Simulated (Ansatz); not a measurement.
C3H6, SMILES `C[C]C` (near-degenerate triplet) (charge 0, multiplicity 3). This triplet lies within 0.05 eV of the relaxed singlet at the level frozen-core CCSD(T)/cc-pVTZ // B3LYP-D3(BJ)/def2-TZVP (Ansatz, an electronic-structure program).

These are HSE06/cc-pVTZ // B3LYP-D3(BJ)/def2-TZVP (Ansatz) values and carry that method's errors.

Ansatz 0.2 input:
```yaml
crystal:
  periodic: [false, false, false]
  atoms:
    - { symbol: C, position_ang: [-1.342675, -0.071611, 0.01652] }
    - { symbol: C, position_ang: [-0.014289, -0.243135, -0.572223] }
    - { symbol: C, position_ang: [1.340669, 0.037483, -0.096841] }
    - { symbol: H, position_ang: [-1.551951, 0.981787, 0.26071] }
    - { symbol: H, position_ang: [-1.457618, -0.64737, 0.948375] }
    - { symbol: H, position_ang: [-2.128989, -0.404986, -0.665405] }
    - { symbol: H, position_ang: [2.091329, -0.23576, -0.842696] }
    - { symbol: H, position_ang: [1.484542, 1.105594, 0.130108] }
    - { symbol: H, position_ang: [1.578984, -0.522, 0.821449] }
basis:
  gaussian: { orbitals: cc-pVTZ }
hamiltonian:
  xc: hse06
magnetization:
  spin_polarized: true
  initial_magnetization: 2
```

Output:

```
Functional definition: HSE06
879 factors; their error is unknown
96 factors; integrals over basis functions are off by at most 5.4e-7 eV
mean field evaluation 1: about -3195.1843 eV, gradient 3.9e1 eV
mean field evaluation 2: about -3193.2629 eV, gradient 4.2e1 eV
mean field evaluation 4: about -3202.3510 eV, gradient 1.5e0 eV
mean field evaluation 8: about -3202.3631 eV, gradient 1.0e-1 eV
mean field evaluation 16: about -3202.3536 eV, gradient 5.5e-5 eV
mean field -3202.35359006 eV, -117.6843238017 hartree, gradient 5.5e-5 eV, S^2 2.008281; 0 other end points of the search recorded, 0 dependent functions left out
reference -3202.35362788 eV, -117.6843251913 hartree; 13, 11 occupied and 161, 163 virtual orbitals, 879 factors
Total energy: -3202.35362788 eV, -117.6843251913 hartree
```
